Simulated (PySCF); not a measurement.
What PySCF settings do for NaC

Base input, run as `OMP_NUM_THREADS=1 python input.py` with PySCF 2.14:

```python
from pyscf import gto, scf, ci

mol = gto.M(
    atom='Na 0 0 0; C 0 0 2.399',
    basis='6-31+g*',
    charge=0,
    spin=3,
    verbose=4,
)
mf = scf.UHF(mol)
mf = mf.density_fit(auxbasis='def2-universal-jkfit')
mf.kernel()
ci.CISD(mf).kernel()
mf.dip_moment()
print('orbital energies (hartree):', [e[max(0, n-3):n+3].round(4) for e, n in zip(mf.mo_energy, mol.nelec)])
```

Base result: E(SCF) = -199.569949 Eh, 12 cycles, E(CISD) − E(SCF) = -0.08950 Eh, ⟨S²⟩ = 3.756, μz(SCF) = -9.24 D. The bond length is a typed value, not an optimised one. No search for the lowest solution was made.

It ran on Arm Neoverse V2 (1 thread, shared host) in 1.9 s, peak memory 0.15 GiB.

Each row names what differs from the base; energies in brackets are changes from the base.

| change | result | wall time (s) |
| --- | --- | --- |
| geometry: bond 2.399 → bond 2.327 | E(SCF) = -199.571337 Eh (-0.0378 eV), 11 cycles, E(CISD) − E(SCF) = -0.08933 Eh, ⟨S²⟩ = 3.756, μz(SCF) = -8.98 D | 1.9 |
| electric field along z (a.u.): none → 0.01 | E(SCF) = -199.536304 Eh (+0.9155 eV), 14 cycles, E(CISD) − E(SCF) = -0.09206 Eh, ⟨S²⟩ = 3.756, μz(SCF) = -7.37 D | 2 |
| step after the SCF: cisd → tda; number of roots: default → 3 | E(SCF) = -199.569949 Eh (+0.0000 eV), 12 cycles, ⟨S²⟩ = 3.756, μz(SCF) = -9.24 D, first excitations without spin–orbit coupling 3.02, 3.02, 3.34 eV | 2 |
| spin (2S): 3 → 1 [an earlier cycle lay lower, so not the lowest solution of its kind] | E(SCF) = -199.495681 Eh (+2.0210 eV), E(CISD) − E(SCF) = -0.11070 Eh, ⟨S²⟩ = 0.846, μz(SCF) = -7.31 D | 2.5 |
| step after the SCF: cisd → tda; number of roots: default → 5 | E(SCF) = -199.569949 Eh (+0.0000 eV), 12 cycles, ⟨S²⟩ = 3.756, μz(SCF) = -9.24 D, first excitations without spin–orbit coupling 3.02, 3.02, 3.34, 4.75, 4.75 eV | 2.1 |
| spin (2S): 3 → 7 | not converged: UCISD, E(SCF) = -198.124781 Eh (+39.3250 eV), 13 cycles, E(CISD) − E(SCF) = -0.03300 Eh, ⟨S²⟩ = 15.750, μz(SCF) = 2.75 D | 5.5 |
| frozen orbitals: 0 → 8 [unsound on purpose] | stops with ValueError (negative dimensions are not allowed) after the SCF | 0.65 |
| step after the SCF: cisd → mp2 | E(SCF) = -199.569949 Eh (+0.0000 eV), 12 cycles, E(MP2) − E(SCF) = -0.07526 Eh, ⟨S²⟩ = 3.756, μz(SCF) = -9.24 D | 0.58 |
| geometry: bond 2.399 → bond 2.471 | E(SCF) = -199.567934 Eh (+0.0548 eV), 12 cycles, E(CISD) − E(SCF) = -0.08967 Eh, ⟨S²⟩ = 3.755, μz(SCF) = -9.51 D | 1.9 |
| smearing width (hartree): none → 0.05; step after the SCF: cisd → none [smearing does not keep the typed spin] | E(SCF) = -199.140746 Eh (+11.6792 eV), μz(SCF) = -3.26 D | 0.91 |
| density fitting: def2-universal-jkfit → weigend [this fitting set is unfit for the basis or for exact exchange; a fit set errs by some meV] | E(SCF) = -199.341312 Eh (+6.2215 eV), 12 cycles, E(CISD) − E(SCF) = -0.08975 Eh, ⟨S²⟩ = 3.756, μz(SCF) = -9.23 D | 1.8 |
| spin (2S): 3 → 4 [unsound on purpose] | stops with RuntimeError (Electron number 17 and spin 4 are not consistent) | 0.45 |
| geometry: bond 2.399 → bond 3.599 | E(SCF) = -199.528536 Eh (+1.1269 eV), E(CISD) − E(SCF) = -0.08317 Eh, ⟨S²⟩ = 3.759, μz(SCF) = -3.23 D | 2.2 |
| initial guess: minao → 1e | E(SCF) = -199.569949 Eh (+0.0000 eV), 13 cycles, E(CISD) − E(SCF) = -0.08950 Eh, ⟨S²⟩ = 3.756, μz(SCF) = -9.24 D | 1.9 |
| spin-free X2C: off → on [basis contracted without relativity] | E(SCF) = -199.776847 Eh, 12 cycles, E(CISD) − E(SCF) = -0.08950 Eh, ⟨S²⟩ = 3.756, μz(SCF) = -9.24 D | 1.9 |
| density fitting: def2-universal-jkfit → none | E(SCF) = -199.569979 Eh (-0.0008 eV), 12 cycles, E(CISD) − E(SCF) = -0.08925 Eh, ⟨S²⟩ = 3.756, μz(SCF) = -9.24 D | 1.9 |
| length unit: angstrom → bohr [unsound on purpose] | E(SCF) = -199.170876 Eh (+10.8593 eV), 13 cycles, E(CISD) − E(SCF) = -0.10354 Eh, ⟨S²⟩ = 3.762, μz(SCF) = 0.57 D | 1.9 |
| basis set: 6-31+g* → def2-tzv2p [unsound on purpose] | stops with BasisNotFoundError (def2-tzv2p) | 0.55 |
| step after the SCF: cisd → polarizability | E(SCF) = -199.569949 Eh (+0.0000 eV), 12 cycles, ⟨S²⟩ = 3.756, μz(SCF) = -9.24 D, α(xx, yy, zz) = 26.0, 26.0, 40.0 bohr³ | 0.98 |
| step after the SCF: cisd → stability | E(SCF) = -199.569949 Eh (+0.0000 eV), 12 cycles, ⟨S²⟩ = 3.756, μz(SCF) = -9.24 D, internal stable; real -> complex stable; UHF/UKS -> GHF/GKS stable | 1.7 |
| basis set: 6-31+g* → 6-31g | E(SCF) = -199.559253 Eh (+0.2911 eV), 12 cycles, E(CISD) − E(SCF) = -0.04768 Eh, ⟨S²⟩ = 3.756, μz(SCF) = -8.65 D | 0.74 |
| basis set: 6-31+g* → cc-pvdz | E(SCF) = -199.582131 Eh (-0.3315 eV), 12 cycles, E(CISD) − E(SCF) = -0.09072 Eh, ⟨S²⟩ = 3.755, μz(SCF) = -8.91 D | 1.1 |

Order these changes by how far they move the SCF energy from the base, largest first: (1) electric field along z (a.u.): none → 0.01; (2) geometry: bond 2.399 → bond 2.327; (3) geometry: bond 2.399 → bond 2.471; (4) geometry: bond 2.399 → bond 3.599.

(4) +1.1269 eV, (1) +0.9155 eV, (3) +0.0548 eV, (2) -0.0378 eV.
